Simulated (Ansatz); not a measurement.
in.yaml

```yaml
crystal:
  periodic: [false, false, false]
  atoms:
    - {symbol: P, position_ang: [0.000000, 0.000000, 0.000000]}
    - {symbol: H, position_ang: [0.000000, 0.000000, 2.038000]}
basis:
  gaussian: {orbitals: 6-31G, fitting: {mean_field: def2-universal-jkfit}}
total_charge: -1
magnetization: {spin_polarized: true, initial_magnetization: 1}
correlation: {method: ccsdt, electrons: all, diis_vectors: 4}
```

```sh
$ ansatz run in.yaml --threads 1 --pin off --events-out ev --progress --plain --max-ram 2393MiB
```

Output:

```
146 factors; integrals over basis functions are off by at most 1.6e-1 eV
mean field evaluation 1: about -9283.6787 eV, gradient 5.3e0 eV
mean field evaluation 2: about -9283.9862 eV, gradient 1.5e0 eV
mean field evaluation 4: about -9284.0290 eV, gradient 4.1e-1 eV
mean field evaluation 8: about -9283.9332 eV, gradient 5.5e-1 eV
mean field evaluation 16: about -9283.9862 eV, gradient 1.5e0 eV
mean field evaluation 32: about -9283.9544 eV, gradient 3.1e-1 eV
mean field evaluation 64: about -9284.1310 eV, gradient 9.5e-7 eV
mean field evaluation 96: about -9284.0529 eV, gradient 2.0e0 eV
mean field evaluation 128: about -9284.1310 eV, gradient 6.1e-3 eV
mean field evaluation 160: about -9282.4173 eV, gradient 2.6e-3 eV
...
cycle  11  -1.74479200 eV  change    4.7e-4 eV  update   1.2e-4
cycle  12  -1.74460006 eV  change    1.9e-4 eV  update   5.8e-5
cycle  13  -1.74455476 eV  change    4.5e-5 eV  update   2.5e-5
cycle  14  -1.74454220 eV  change    1.3e-5 eV  update   1.5e-5
cycle  15  -1.74453147 eV  change    1.1e-5 eV  update   8.7e-6
cycle  16  -1.74451753 eV  change    1.4e-5 eV  update   6.1e-6
cycle  17  -1.74450947 eV  change    8.1e-6 eV  update   3.3e-6
cycle  18  -1.74450954 eV  change   -6.7e-8 eV  update   1.4e-6
cycle  19  -1.74451116 eV  change   -1.6e-6 eV  update   7.8e-7
cycle  20  -1.74451195 eV  change   -7.9e-7 eV  update   4.6e-7
Total energy: -9285.87549124 eV, -341.2496301106 hartree
```

Ran on 1 thread of Arm Neoverse V2, shared host: 1.7 s wall, 0.13 GiB peak host memory.
